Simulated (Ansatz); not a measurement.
Process, species as SMILES: FB(F)F → F[B]F + F atom
B3LYP-D3(BJ)/def2-TZVP geometries, fixed; electronic energies without zero-point terms.
Largest species:
```
B
F 1 1.3156
F 1 1.3156 2 120.00
F 1 1.3156 2 120.00 3 -180.00
```

How fast the bond dissociation energy converges with the basis for several methods (Ansatz, a first-principles code): deviation from each method's own reference, in kcal/mol. References: CCSD(T) 174.15 kcal/mol, Hartree-Fock in cc-pVQZ plus the correlation part extrapolated as X^-3 from cc-pVTZ and cc-pVQZ; HF 133.19 kcal/mol, the value in pcseg-4; MP2 180.90 kcal/mol, Hartree-Fock in aug-cc-pVQZ plus the correlation part extrapolated as X^-3 from aug-cc-pVTZ and aug-cc-pVQZ; PBE 171.00 kcal/mol, the value in pcseg-4; PBE0 167.88 kcal/mol, the value in pcseg-4; wB97M-V 173.46 kcal/mol, the value in pcseg-4. All functions are spherical. In correlated methods cores are frozen. Open shells are unrestricted. No added dispersion term, no relativity. Functionals ending in -V hold VV10 correlation. 

```json
[
 {"basis": "STO-3G", "functions": "20", "CCSD(T)": "-34.36", "HF": "-9.61", "MP2": "-42.24", "PBE": "6.41", "PBE0": "0.24", "wB97M-V": "1.35"},
 {"basis": "cc-pVDZ", "functions": "56", "CCSD(T)": "-10.22", "HF": "-3.36", "MP2": "-11.03", "PBE": "1.66", "PBE0": "-0.27", "wB97M-V": "1.03"},
 {"basis": "6-311+G**", "functions": "88", "CCSD(T)": "-10.81", "HF": "-4.26", "MP2": "-11.49", "PBE": "-3.12", "PBE0": "-3.45", "wB97M-V": "-3.55"},
 {"basis": "def2-SVPD", "functions": "89", "CCSD(T)": "-6.64", "HF": "0.53", "MP2": "-7.08", "PBE": "0.33", "PBE0": "0.32", "wB97M-V": "0.82"},
 {"basis": "jun-cc-pV(T+d)Z", "functions": "156", "CCSD(T)": "-3.54", "HF": "-0.19", "MP2": "-3.87", "PBE": "-0.30", "PBE0": "-0.27", "wB97M-V": "-0.51"},
 {"basis": "6-311++G(3df,3pd)", "functions": "156", "CCSD(T)": "-2.29", "HF": "0.89", "MP2": "-2.51", "PBE": "0.63", "PBE0": "0.71", "wB97M-V": "0.80"},
 {"basis": "def2-TZVPPD", "functions": "157", "CCSD(T)": "-3.97", "HF": "-0.48", "MP2": "-4.22", "PBE": "-0.42", "PBE0": "-0.43", "wB97M-V": "-0.52"},
 {"basis": "cc-pVQZ", "functions": "220", "CCSD(T)": "-1.29", "HF": "0.03", "MP2": "-1.56", "PBE": "1.03", "PBE0": "0.59", "wB97M-V": "0.69"}
]
```

Mean absolute deviation over 6-311+G**, jun-cc-pV(T+d)Z, 6-311++G(3df,3pd), def2-TZVPPD: PBE 1.12, PBE0 1.21, wB97M-V 1.35, HF 1.46, CCSD(T) 5.15, MP2 5.52 kcal/mol.
